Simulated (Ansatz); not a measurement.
Take Pd in the fcc (Cu type) structure (space group Fm-3m, No. 225) as the base.

```yaml
crystal:
  lattice:
    - [0.00000, 1.93787, 1.93787]
    - [1.93787, 0.00000, 1.93787]
    - [1.93787, 1.93787, 0.00000]
  atoms:
    - { symbol: Pd, position: [0.00000, 0.00000, 0.00000] }
```

Computed with PBEsol (Ansatz, an electronic-structure program; PAW; 420 eV plane waves; no spin-orbit coupling).

One thing is altered: Ir takes the place of Pd on all its sites, then cell and atoms are relaxed.

Measured lattice parameter a: Pd 3.876 Å (static lattice; corrected from measurement; as listed in Daniel Mejia-Rodriguez, S. B. Trickey, Phys. Rev. B (2018)); Ir 3.831 Å (static lattice; corrected from measurement; as listed in Daniel Mejia-Rodriguez, S. B. Trickey, Phys. Rev. B (2018)).

**Question.** How well does PBEsol reproduce the measured shift?

**Answer.** With PBEsol the lattice parameter a moves by -0.045 Å (3.876 → 3.830) against -0.045 Å measured.

Whether these cells are dynamically stable was not tested. The final runs are not spin-polarised.
